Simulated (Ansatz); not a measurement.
Ansatz (a program for electronic structure) input (MP2/cc-pV(T+d)Z): A basis named .json is the Basis Set Exchange file of that set (core-valence sets with the plain set on hydrogen).

Ansatz 0.2 input:
```yaml
crystal:
  periodic: [false, false, false]
  atoms:
    - {symbol: C, position_ang: [-0.02414292, 1.12315603, 0.01877293]}
    - {symbol: S, position_ang: [0.01525850, -0.70984264, -0.01186463]}
    - {symbol: H, position_ang: [-1.05021111, 1.51794223, 0.00835545]}
    - {symbol: H, position_ang: [0.46073541, 1.53526110, 0.91534586]}
    - {symbol: H, position_ang: [0.49019726, 1.56534275, -0.84650488]}
basis:
  gaussian:
    orbitals: cc-pV_T+d_Z.json
total_charge: -1
magnetization: {spin_polarized: false}
correlation: {method: mp2, electrons: outside_noble_gas}
```

Output:

```
Functional definition: HF
integrals: 0.06 GiB planned
624 factors; integrals over basis functions are off by at most 1.2e-3 eV
mean field: 0.22 GiB planned
mean field evaluation 1: about -11894.7511 eV, gradient 1.9e1 eV
mean field evaluation 2: about -11894.7566 eV, gradient 1.9e1 eV
mean field evaluation 4: about -11895.9169 eV, gradient 2.1e0 eV
mean field evaluation 8: about -11895.9375 eV, gradient 1.2e-4 eV
mean field -11895.93748921 eV, -437.1676393723 hartree, gradient 1.3e-6 eV, S^2 0.000000; 0 other end points of the search recorded, 0 dependent functions left out
6 core orbitals not correlated
reference -11895.93748921 eV, -437.1676393723 hartree; 7, 7 occupied and 98, 98 virtual orbitals, 624 factors
second order -9.98278825 eV of doubles, -0.00000000 eV of singles
Total energy: -11905.92027746 eV, -437.5345000739 hartree
```
